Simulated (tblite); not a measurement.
Species: C3H3F2S (doublet state).
SMILES with atom numbers: `[CH3:1][C:2](=[S:3])[C:4]([F:5])[F:6]` (hydrogens: H7, H8, H9 on C1)

Geometry (GFN2-xTB, Å), atoms numbered from 1 in this order:
```xyz
9
C3H3F2S angstrom
C     -1.0505    0.5154   -0.2106
C      0.0397   -0.5084   -0.2566
S     -0.3515   -2.1241   -0.6824
C      1.3138   -0.1850    0.0280
F      2.3439   -1.0115    0.0180
F      1.7169    1.0348    0.3683
H     -1.8119    0.2074    0.5040
H     -1.5244    0.5879   -1.1880
H     -0.6625    1.4896    0.0750
```

Method: GFN2-xTB as coded in tblite; computed harmonic values from a numerical Hessian at the method's own geometry, unscaled. Errors from tens to a few hundred cm⁻¹ against measured bands are possible. One conformer, not necessarily the lowest. Open shells enter through the occupations alone, without spin polarisation, and single modes of such species can be off by tens of per cent.

Harmonic wavenumbers (cm⁻¹): 78.5, 139.9, 176.0, 283.7, 316.0, 423.9, 470.9, 473.4, 668.5, 895.9, 1025.1, 1093.5, 1144.1, 1192.6, 1396.0, 1448.6, 1461.0, 1605.7, 3019.3, 3032.8, 3049.6.

A = 4258, B = 2336, C = 1522 MHz; mass 108.992 u (most abundant isotopes); point group Cs, symmetry number 1; spin multiplicity 2.

Q: Zero-point energy?

A: Half the sum of the wavenumbers: 11698 cm⁻¹ = 33.45 kcal/mol.

Q: Give the ideal-gas entropy at 400 K and 1 bar in the rigid-rotor, harmonic-oscillator model (classical rotation).

A: Translation 41.46, rotation 28.33, vibration 20.33, spin (R ln 2) 1.38: S = 91.5 cal/(mol K).

Q: And Cp and H(400 K) − H(0)?

A: Cp = 27.90 cal/(mol K), of which vibrations give 19.95 (their classical limit is 21 R = 41.7); H(400 K) − H(0) = 7.50 kcal/mol without the zero-point energy, 4.32 from vibrations.

Q: What must be added to the electronic energy to get the Gibbs energy at 400 K and 1 bar?

A: ZPE + [H(400 K) − H(0)] − T·S = 33.45 + 7.50 − 36.60 = 4.35 kcal/mol.

Q: Which modes carry the vibrational entropy at 400 K?

A: 78.5 cm⁻¹: 4.51; 139.9 cm⁻¹: 3.37; 176.0 cm⁻¹: 2.93; 283.7 cm⁻¹: 2.03; 316.0 cm⁻¹: 1.84; 423.9 cm⁻¹: 1.33 cal/(mol K); the other 15 give 4.33 together.

Q: Blend soft modes into free rotors: weight 1/[1 + (100 cm⁻¹/ν̃)⁴] for the oscillator and the rest for a rotor with moment μB/(μ + B), μ = h/(8π²ν), B = 10⁻⁴⁴ kg m². What vibrational entropy results?

A: 19.38 cal/(mol K) in place of 20.33, which changes −T·S at 400 K by +0.38 kcal/mol.

Q: How do the functions run with temperature in this model?

A: 
```tsv
T (K)	S (cal/(mol K))	Cp (cal/(mol K))	H − H(0) (kcal/mol)	G − H(0) (kcal/mol)	ln q(vib)
100	63.9	13.8	1.04	-5.35	0.65
200	75.3	19.5	2.72	-12.34	2.00
300	84.1	24.0	4.90	-20.32	3.42
500	98.1	31.2	10.46	-38.59	6.13
800	114.3	37.8	20.91	-70.57	9.80
1000	123.1	40.6	28.77	-94.34	11.99
```

q(vib) and H(0) count from the zero-point level.

Hindered rotation and anharmonicity are outside this model. Other conformers, if any are populated, would add a mixing term that is left out.
